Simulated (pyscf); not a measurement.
Thermochemistry of product channels of HO–Zr(OH)(Cl)–Cl (SMILES [OH][Zr]([OH])([Cl])[Cl]) on the singlet surface, in eV, from ωB97M-D3(BJ)/def2-TZVP energies (ideal gas, 1 atm, RRHO with modes under 100 cm⁻¹ raised to 100, one conformer, R ln 2 for chiral ones without a mode under 150 cm⁻¹). Single points on ωB97X-D3(BJ)/def2-SVP structures (PySCF, gas phase).

```tsv
products	ΔE	ΔH(298 K)	ΔG(298 K)	ΔG(900 K)
H₂O (SMILES O) + O=Zr(Cl)–Cl (SMILES [O]=[Zr]([Cl])[Cl])	+3.00	+2.98	+2.53	+1.70
O=Zr(OH)–Cl (SMILES [O]=[Zr]([OH])[Cl]) + HCl (SMILES Cl)	+3.32	+3.22	+2.79	+1.97
```

These are energies of the channels, which say nothing of barriers. Elements past Kr carry the def2 core potentials, without spin-orbit coupling.
